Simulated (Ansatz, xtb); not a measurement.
Worked example: C5H12 + SiH3(SH) → C4H10S + SiH3(CH3)

Species: C5H12 (neopentane) `CC(C)(C)C`, singlet; SiH3(SH) (sulfanylsilane), singlet; C4H10S (2-methyl-2-propanethiol) `CC(C)(C)S`, singlet; SiH3(CH3) (methylsilane), singlet. The partners trade CH3 for SH: C–CH3 and Si–SH bonds give way to C–SH and Si–CH3.

Shapes, held fixed at every level: PBE0-D4/def2-TZVP. Flexible molecules stand in one conformer, not always the lowest. Programs: Ansatz 0.2.0, xtb 6.7.1, xtb 6.7.1 later snapshot. Electronic energies: no zero-point or thermal term.

At CCSD(T)/CBS estimate; 1 Eh = 2625.50 kJ/mol:

| species | energy (Eh) |
| --- | --- |
| C5H12 | -197.508770 |
| SiH3(SH) | -689.273356 |
| C4H10S | -556.019742 |
| SiH3(CH3) | -330.739164 |

Work out ΔE of the reaction at this level.


1. Products less reactants: (-556.019742) + (-330.739164) − [(-197.508770) + (-689.273356)] = 0.023220 Eh = +61.0 kJ/mol.

Other levels give +58.5 (SPW92/def2-TZVPP) to +64.7 kJ/mol (CCSD/def2-SVP). No measured value is set beside it here. The CBS estimate extrapolates MP2 from def2-TZVPP and def2-QZVPP and adds CCSD(T) − MP2 in the triple-zeta set, cores frozen.
